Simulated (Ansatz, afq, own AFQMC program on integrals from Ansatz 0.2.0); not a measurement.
# Where AFQMC and coupled cluster stand for CH2Ge, singlet

```xyz
4

Ge    0.0000    0.0000    0.3030
C     0.0000    0.0000   -1.4834
H     0.0000   -0.9122   -2.0790
H     0.0000    0.9122   -2.0790
```

Connectivity, by distances: Ge–CH2.

Basis cc-pVDZ. Noble-gas cores (and the filled d shells of Ga–Kr and In–Xe) are frozen. Ansatz 0.2.0 and our own AFQMC program on the same integrals; the CISD trial comes from CCSD amplitudes, and released means the phaseless constraint is let go. Free AFQMC starts from the CCSD state and is never constrained. Its projection time is finite, and what remains of the start isn't in its error. ± is one standard error of the sampling. No spin–orbit coupling.

Determinant: RHF, the one that the program's search chose, which needn't be the lowest solution. The geometry is a point of a scan.

No full CI on the walks' own integrals is used here; CCSDT(Q) serves as the reference and is uncertain by about the last step of the cluster series.

Cautions: no relativity below Rb; no spin-orbit coupling; inner d shell frozen; higher spins were not checked; restricted determinant unstable towards unrestricted (UHF 127 meV lower, ⟨S²⟩ 0.40); the ph-AFQMC/HF walk drifts between its halves (2.2 errors).

The T1 diagnostic is 0.0157. The weight of the determinant in the CISD state is 0.863 and the size of the correlated space is 10 electrons in 36 orbitals.

Reference: CCSDT(Q), correlation energy -6.838 eV. The released energy is read at 2.40 1/Eh (meV from the phaseless value at times in 1/Eh: 1 ± 18 at 0.24, -3 ± 14 at 0.51, 5 ± 15 at 0.99, 2 ± 15 at 1.62, 6 ± 18 at 2.40).

```csv
level,E − E(reference) (kJ/mol),share of correlation (%)
HF,659.7,0.00
MP2,100.4,84.78
CCSD,29.4,95.54
CCSD(T),4.4,99.33
CCSDT,2.3,99.66
ph-AFQMC/HF,8.4 ± 6.4,98.72
ph-AFQMC/CISD,-0.1 ± 2.1,100.01
released AFQMC,0.5 ± 1.7,99.92
free AFQMC,0.4 ± 1.3,99.94
```

Free projections are given only where their last times agree within the noise and don't stop above the reference; a slow remainder of the start can still hide under it. A walk keeps the symmetry of its determinant, which the program's search chose and which needn't be the lowest solution, so a lower state of the same spin and another symmetry isn't excluded. Released energies are given only where the last usable release times agree within the noise; a slower fall can still hide under it.
